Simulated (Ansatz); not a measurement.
Ansatz (a program for electronic structure) input (B3LYP/cc-pV(D+d)Z): A basis named .json is the Basis Set Exchange file of that set (core-valence sets with the plain set on hydrogen).

Ansatz 0.2 input:
```yaml
crystal:
  periodic: [false, false, false]
  atoms:
    - {symbol: Si, position_ang: [-0.00208985, 0.00098185, 0.08026338]}
    - {symbol: H, position_ang: [0.00076796, 1.40657062, -0.39205880]}
    - {symbol: H, position_ang: [1.23601882, -0.70198617, -0.33410250]}
    - {symbol: H, position_ang: [-1.20752894, -0.71833034, -0.39752608]}
basis:
  gaussian:
    orbitals: cc-pV_D+d_Z.json
hamiltonian:
  xc: {name: B3LYP}
magnetization: {spin_polarized: true, initial_magnetization: 1}
```

Output:

```
Functional definition: B3LYP
integrals: 0.01 GiB planned
384 factors; integrals over basis functions are off by at most 1.0e-3 eV
mean field: 0.10 GiB planned
mean field evaluation 1: about -7924.9875 eV, gradient 6.3e0 eV
mean field evaluation 2: about -7925.2865 eV, gradient 2.6e0 eV
mean field evaluation 4: about -7925.3326 eV, gradient 4.8e-1 eV
mean field evaluation 8: about -7925.3709 eV, gradient 8.6e-3 eV
mean field evaluation 16: about -7925.3709 eV, gradient 5.6e-6 eV
mean field -7925.37087101 eV, -291.2520075002 hartree, gradient 5.6e-6 eV, S^2 0.751622; 0 other end points of the search recorded, 0 dependent functions left out
reference -7925.37106578 eV, -291.2520146580 hartree; 9, 8 occupied and 29, 30 virtual orbitals, 384 factors
Total energy: -7925.37106578 eV, -291.2520146580 hartree
```
